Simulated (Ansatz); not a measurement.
Input file:

```yaml
crystal:
  periodic: [false, false, false]
  atoms:
    - {symbol: Si, position_ang: [0.084376, 0.005225, 0.180664]}
    - {symbol: As, position_ang: [-0.080498, 0.013599, -1.849642]}
    - {symbol: H, position_ang: [-0.003878, -0.018825, 1.668978]}
basis:
  gaussian: {orbitals: def2-mTZVP}
magnetization: {spin_polarized: false}
correlation: {method: ccsd, electrons: valence}
accuracy: high
scf: {lower_state_search: off}
output: {forces: true}
```

```sh
$ ansatz run in.yaml --threads 1 --pin off --events-out ev --progress --plain --max-ram 2393MiB
```

Log:

```
these checks for a lower state are left out or cut short: starts, cluster_reference, orbital_swaps, neighbouring_geometries, increment
925 factors; integrals over basis functions are off by at most 4.6e-9 eV
mean field evaluation 1: about -68670.6040 eV, gradient 1.3e1 eV
mean field evaluation 2: about -68670.8127 eV, gradient 1.3e1 eV
mean field evaluation 4: about -68671.6974 eV, gradient 2.2e0 eV
mean field evaluation 8: about -68671.7303 eV, gradient 1.2e-3 eV
mean field evaluation 16: about -68671.7303 eV, gradient 8.0e-8 eV
mean field -68671.73028043 eV, -2523.6395404352 hartree, gradient 8.0e-8 eV, S^2 0.000000; 0 other end points of the search recorded, 0 dependent functions left out; unrestricted orbitals would lower it
14 core orbitals not correlated: weight in the atoms' cores, before any rotation towards them, 1.000 or more for the frozen orbitals, at most 0.000 for the correlated occupied ones
reference -68671.73028043 eV, -2523.6395404352 hartree; 10, 10 occupied and 37, 37 virtual orbitals, 925 factors
second order -8.31837652 eV of doubles, -0.00000000 eV of singles
cycle   1  -8.15743833 eV  change    1.6e-1 eV  update   1.0e-1
cycle   2  -8.52192517 eV  change   -3.6e-1 eV  update   3.8e-2
cycle   3  -8.60854762 eV  change   -8.7e-2 eV  update   2.1e-2
cycle   4  -8.60597265 eV  change    2.6e-3 eV  update   6.6e-3
cycle   5  -8.61281188 eV  change   -6.8e-3 eV  update   2.9e-3
cycle   6  -8.61331570 eV  change   -5.0e-4 eV  update   7.3e-4
cycle   7  -8.61345907 eV  change   -1.4e-4 eV  update   1.8e-4
cycle   8  -8.61361225 eV  change   -1.5e-4 eV  update   6.3e-5
cycle   9  -8.61356735 eV  change    4.5e-5 eV  update   2.6e-5
cycle  10  -8.61356636 eV  change    9.9e-7 eV  update   8.6e-6
cycle  11  -8.61357053 eV  change   -4.2e-6 eV  update   3.6e-6
cycle  12  -8.61356597 eV  change    4.6e-6 eV  update   1.3e-6
cycle  13  -8.61356758 eV  change   -1.6e-6 eV  update   5.4e-7
cycle  14  -8.61356730 eV  change    2.8e-7 eV  update   2.2e-7
cycle  15  -8.61356733 eV  change   -2.5e-8 eV  update   9.7e-8
cycle  16  -8.61356740 eV  change   -7.1e-8 eV  update   5.3e-8
cycle  17  -8.61356746 eV  change   -6.2e-8 eV  update   3.5e-8
cycle  18  -8.61356824 eV  change   -7.8e-7 eV  update   1.9e-7
cycle  19  -8.61356820 eV  change    4.0e-8 eV  update   7.3e-8
cycle  20  -8.61356833 eV  change   -1.2e-7 eV  update   3.5e-8
cycle  21  -8.61356836 eV  change   -3.8e-8 eV  update   1.2e-8
cycle  22  -8.61356837 eV  change   -4.7e-9 eV  update   3.8e-9
cycle  23  -8.61356837 eV  change    2.3e-9 eV  update   1.8e-9
the calculation of the forces begins
Total energy: -68680.34384880 eV, -2523.9560832342 hartree
Atom 0 at     0.084376     0.005225     0.180664 Å, force     0.001880    -0.008944     0.821738 eV/Å
Atom 1 at    -0.080498     0.013599    -1.849642 Å, force    -0.037178     0.004841    -0.724297 eV/Å
Atom 2 at    -0.003878    -0.018825     1.668978 Å, force     0.035298     0.004103    -0.097441 eV/Å
Dipole moment:     0.000959    -0.004120     0.379294 e Å
Checks for a lower state left out: starts, cluster_reference, orbital_swaps, neighbouring_geometries, increment
```

Forces (eV/Å):
```
Si   0.002 -0.009  0.822
As  -0.037  0.005 -0.724
H    0.035  0.004 -0.097
```

Ran on 1 thread of Arm Neoverse V1, shared host: 8 s wall, 0.3 GiB peak host memory.
